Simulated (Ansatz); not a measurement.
We consider fcc Pd, described by B3LYP (VWN-RPA form) in Ansatz (plane waves, PAW).

Run with plane-wave cutoff 460 eV, 14×14×14 k mesh, Fermi–Dirac smearing 0.05 eV, scalar-relativistic PAW data made under PBE.

Equation-of-state points:

| V (Å³/atom) | E − E_lowest (meV/atom) |
|---|---|
| 15.053 | 20.69 |
| 15.567 | 2.51 |
| 15.845 | 0.00 |
| 16.241 | 3.88 |
| 16.637 | 15.31 |

Question: Estimate the bulk modulus and its pressure derivative from these points.

Answer: V0 = 15.860 Å³/atom, B0 = 144 GPa, B′ = 5.7 (fit to the energies at full precision).

Measured, for comparison: bulk modulus 195 GPa (zero-point energy and finite temperature contributions removed, our sources range from 187 to 198; as tabulated in doi:10.1021/acs.jctc.3c00612); equilibrium volume per atom 14.56 Å³/atom (static lattice: zero-point anharmonic expansion removed; as tabulated in Mejia-Rodriguez and Trickey (2018), arXiv:1807.09216). Computed (rounded) less measured: bulk modulus -26 % (-23 % to -27 % over the range), equilibrium volume per atom +8.9 %.

Ansatz is an electronic-structure program.
